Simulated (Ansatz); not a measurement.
`[MgH][SH]` + `[SiH3]`• → `[Mg][SH]`• + SiH₄ at 298.15 K and 1 bar (hydrogen abstraction from a Mg–H bond).

Isolated molecules relaxed with PBE0-D4/def2-TZVP in Ansatz; ΔE leaves out vibrations. CCSD(T)/CBS is the MP2 limit (def2-TZVPP, def2-QZVPP) plus CCSD(T) − MP2 in def2-TZVPP, frozen cores. This one scheme is used for every species. Open shells (•) are unrestricted, without spin–orbit coupling. For Mg outer-core shells are correlated without core-valence functions, which leaves a few kJ/mol of doubt a bond.

```csv
species,CCSD(T)/CBS energy (Eh),H − E (kJ/mol),S (J/(mol·K))
`[MgH][SH]`,-598.89578,48.8,265.1
`[SiH3]`•,-290.80808,66.0,217.1
`[Mg][SH]`•,-598.27686,32.8,258.9
SiH₄,-291.46306,92.1,204.8
```

H − E and S are ideal-gas, rigid-rotor, harmonic terms from PBE0-D4/def2-TZVP, with the whole ground term of open shells counted as degenerate. 1 Eh = 2625.50 kJ/mol, R = 8.31446 J/(mol·K).

By hand: ΔE, ΔH, ΔS and ΔG.

ΔE = (-598.27686) + (-291.46306) − (-598.89578) − (-290.80808) = -0.03606 Eh = -94.7 kJ/mol. Δ(H − E) = 32.8 + 92.1 − 48.8 − 66.0 = 10.1, so ΔH = -84.6 kJ/mol. ΔS = 258.9 + 204.8 − 265.1 − 217.1 = -18.5 J/(mol·K). ΔG = -84.6 − 298.15 × (-18.5)/1000 = -79.1 kJ/mol.

By hand: the equilibrium constant, and the temperature at which ΔG would vanish if ΔH and ΔS stayed fixed.

log₁₀ K = −ΔG/(RT ln 10) = 13.9. ΔG = 0 at ΔH/ΔS = 4573 K, far beyond where these terms or the molecules hold.

ΔH outweighs TΔS. A doubt of 5 kJ/mol in ΔE shifts log₁₀ K by 0.9 here. These are equilibria of isolated gas molecules and say nothing of rates. Largest T1 diagnostic: 0.015 (customary marks: 0.02 for closed shells, 0.045 for open ones).
